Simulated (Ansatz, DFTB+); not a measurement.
## Ladder of methods for the band gap of 2H-SiC

Reference value: 3.33 eV (measured, temperature not stated, not corrected to a static lattice; as tabulated in Deguchi et al. (2016), arXiv:1512.06930).

**Question.** What do DFTB cp2k-nonscc, LDA, PBE, rVV10, r²SCAN, r²SCAN+rVV10, B3LYP (VWN-RPA form), PBE0, r²SCAN50, r²SCANh, Hartree–Fock, G0W0@PBE give, and how far is each from the reference?

**Answer.** 
```json
[
 {"level (code)": "DFTB cp2k-nonscc (DFTB+)", "value (eV)": "7.26 (direct)", "cell (Å³/atom)": "10.56", "difference (eV)": "+3.93"},
 {"level (code)": "LDA (Ansatz)", "value (eV)": "2.14 (indirect)", "cell (Å³/atom)": "10.34", "difference (eV)": "-1.19"},
 {"level (code)": "PBE (Ansatz)", "value (eV)": "2.25 (indirect)", "cell (Å³/atom)": "10.34", "difference (eV)": "-1.08"},
 {"level (code)": "rVV10 (Ansatz)", "value (eV)": "2.49 (indirect)", "cell (Å³/atom)": "10.61", "difference (eV)": "-0.84"},
 {"level (code)": "r²SCAN (Ansatz)", "value (eV)": "2.62 (indirect)", "cell (Å³/atom)": "10.34", "difference (eV)": "-0.71"},
 {"level (code)": "r²SCAN+rVV10 (Ansatz)", "value (eV)": "2.60 (indirect)", "cell (Å³/atom)": "10.31", "difference (eV)": "-0.73"},
 {"level (code)": "B3LYP (VWN-RPA form) (Ansatz)", "value (eV)": "3.89 (indirect)", "cell (Å³/atom)": "10.34", "difference (eV)": "+0.56"},
 {"level (code)": "PBE0 (Ansatz)", "value (eV)": "3.85 (indirect)", "cell (Å³/atom)": "10.34", "difference (eV)": "+0.52"},
 {"level (code)": "r²SCAN50 (Ansatz)", "value (eV)": "5.58 (indirect)", "cell (Å³/atom)": "10.34", "difference (eV)": "+2.25"},
 {"level (code)": "r²SCANh (Ansatz)", "value (eV)": "3.20 (indirect)", "cell (Å³/atom)": "10.34", "difference (eV)": "-0.13"},
 {"level (code)": "Hartree–Fock (Ansatz)", "value (eV)": "9.58 (indirect)", "cell (Å³/atom)": "10.34", "difference (eV)": "+6.25"},
 {"level (code)": "G0W0@PBE (Ansatz)", "value (eV)": "3.30 (indirect)", "cell (Å³/atom)": "10.34", "difference (eV)": "-0.03"}
]
```

Leaving aside DFTB cp2k-nonscc (doubt noted below): Once the reference is moved by up to 0.23 eV (a margin picked here for doubts on the reference and the settings, and for temperature and zero-point motion) and values within 0.03 eV count as equal, the nearest can be G0W0@PBE (-0.03 eV), r²SCANh (-0.13 eV) or PBE0 (+0.52 eV). Farthest off among them: Hartree–Fock (+6.25 eV).

Density-functional gaps are differences of (generalised) Kohn–Sham levels of a static lattice; semilocal ones lie below quasiparticle gaps as a rule. Measured gaps hold zero-point and thermal shifts unless a correction is named.  DFTB cp2k-nonscc, B3LYP (VWN-RPA form), PBE0, r²SCAN50, r²SCANh, Hartree–Fock: the gap is read on the k mesh or supercell of the run alone and can be too large. DFTB cp2k-nonscc: this tight-binding set is not self-consistent in the charges. G0W0@PBE: the correction to the complete basis was taken at k points off the band edges. Values are at the measured cell; DFTB cp2k-nonscc at the level's own equilibrium cell; rVV10 at the level's own relaxed cell; r²SCAN+rVV10 at the level's own relaxed cell. Cutoffs and k meshes differ between the levels. Ansatz's density-functional and Hartree–Fock values are scalar-relativistic unless marked +SOC, with PAW data made under PBE.

Differences are worked out from the printed values.

Ansatz is a program for electronic structure.
